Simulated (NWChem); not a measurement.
System: hydrogen peroxide (H$_{2}$O$_{2}$); SMILES OO

The following NWChem deck was run.

```
start job
memory heap 200 mb stack 900 mb global 1100 mb
geometry units angstroms noautoz
  O      0.040794    -0.708066    -0.122099
  O     -0.040790     0.708067    -0.122096
  H     -0.758713    -0.939419     0.370136
  H      0.758709     0.939418     0.370134
end
basis spherical
  * library def2-tzvpd
end
dft
  xc m06-2x
  iterations 150
  mulliken
end
task dft energy
```

Coordinates come from a PBE0/def2-SVP optimisation.

Q: Give the results of this calculation. (M06-2X/def2-TZVPD.) Quantities: energy (Ha); highest occupied level (eV); orbital gap (eV); dipole (D).

A: 
```
Item                           Value
---------------------------  -------
energy (Ha)                  -151.55
highest occupied level (eV)   -10.04
orbital gap (eV)               10.48
dipole (D)                      1.66
```
